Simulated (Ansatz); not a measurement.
Born–Oppenheimer molecular dynamics of BClFH3 (6 atoms, charge 0, multiplicity 1). It starts at the highest image of a converged band, a first-order saddle point between two minima.

The calculation used Ansatz 0.2.0, RKS r2SCAN/6-31G*.

```yaml
ensemble: NVE (velocity Verlet)
time_step: 0.5 fs
steps_asked: 200
starting_velocities_drawn_for: 300 K
seed: 5561
```

First frame:

```xyz
6
Properties=species:S:1:pos:R:3
B 0.011 -0.179 0.031
F 0.005 0.143 1.538
H 1.056 0.102 -0.461
H -1.054 0.033 -0.454
Cl 0.076 -2.157 0.539
H 0.043 -1.057 1.618
```

How far do the bonds stretch over the last three quarters of this one trajectory? (Pairs bonded in most of those frames.)


```csv
bond,mean (Å),spread (Å),shortest,longest
B1–F2,1.338,0.036,1.29,1.47
B1–H3,1.205,0.028,1.16,1.25
B1–H4,1.203,0.022,1.16,1.24
Cl5–H6,1.298,0.046,1.23,1.37
```

Mean temperature of the second half: 1514 K. The conserved energy stayed within 0.13 meV per atom of its start (net change 0.098 meV per atom), so the integration is sound. The system heated up, since it started high on the potential surface and ran downhill. A run of 0.1 ps of so small a system gives no equilibrium averages. The orbitals stay closed-shell, which can raise the energy where a bond breaks towards radicals; this wasn't checked here.

Run time: 5.9 min on 1 thread of Arm Neoverse V2, on a shared host, peak memory 0.1 GiB.
